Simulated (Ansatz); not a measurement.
A calculation on wurtzite ZnO returned lattice constant a 3.235 Å, lattice parameter c 5.211 Å, cohesive energy 3.79 eV/atom.

For reference: lattice constant a 3.248 Å (measured, 4 K, not corrected to a static lattice; as tabulated in arXiv:1206.3780); lattice parameter c 5.204 Å (measured, 4 K, no zero-point or thermal correction; as tabulated in arXiv:1206.3780); cohesive energy 3.8 ± 0.03 eV/atom (derived here from tabulated measurements, copied from a table, unchecked, brought to a static lattice with a Debye model, atoms in their spin–orbit ground levels; inputs from the CRC Handbook).

**Question.** Which level of theory produced these numbers?
A. PBE (Ansatz, a first-principles code)
B. HSE06 (Ansatz)
C. PBE0 (Ansatz)
D. r²SCAN (Ansatz)

**Answer.** D, r²SCAN (Ansatz)

The others give: PBE 3.279 Å, 5.293 Å, 3.54 eV/atom; HSE06 3.250 Å, 5.222 Å, 3.49 eV/atom; PBE0 3.248 Å, 5.220 Å, 3.49 eV/atom.

Unless a cell is named, each level is at its own relaxed cell (HSE06 11.94, PBE 12.32, PBE0 11.92, r²SCAN 11.81 Å³/atom).

Ansatz's density-functional and Hartree–Fock values are scalar-relativistic unless marked +SOC, with PAW data made under PBE.
